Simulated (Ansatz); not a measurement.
System: TlHgInS3 (C2/c, No. 15; cell taken from a computed entry). Method: r²SCAN+SOC (Ansatz, a quantum-chemistry and plane-wave program, plane waves, PAW).

Run with plane-wave cutoff 560 eV, 8×8×2 k mesh (along the axes of the cell as run), Fermi–Dirac smearing 0.01 eV, PAW data made under PBE.

Cell (relaxed with PBEsol):

```xyz
24
Lattice="6.8978 -1.9615 0.0280 6.8978 1.9615 0.0280 -5.0927 0.0000 20.7146" Properties=species:S:1:pos:R:3 pbc="T T T"
Tl     2.2609    -1.4956    19.1429
Tl     6.4420     1.4956     1.6278
Tl     3.8957    -1.4956    11.9851
Tl     4.8072     1.4956     8.7855
In    -0.8476     0.2721    17.1043
In     9.5505    -0.2721     3.6663
In     7.0041     0.2721    14.0236
In     1.6988    -0.2721     6.7470
Hg     3.0783     0.3050    15.5640
Hg     5.6246    -0.3050     5.2067
Hg     3.4489    -0.9808     0.0140
Hg     0.9026     0.9808    10.3713
S      4.2701     0.2759    17.6194
S      4.4328    -0.2759     3.1513
S      1.8865     0.2759    13.5086
S      6.8164    -0.2759     7.2621
S      7.7204     0.2632    16.5446
S      0.9825    -0.2632     4.2260
S     -1.5639     0.2632    14.5833
S     10.2668    -0.2632     6.1873
S     -0.1127     0.3905    19.5799
S      8.8156    -0.3905     1.1907
S      6.2692     0.3905    11.5481
S      2.4337    -0.3905     9.2226
```

Q: Predict the band gap and direct gap at Γ.

A: 
* **band gap**: 1.63 eV (on the SCF k mesh)
* **direct gap at Γ**: 2.11 eV

Note: cell and atoms aren't relaxed at this level (largest force component 0.09 eV/Å, pressure 1.6 GPa).
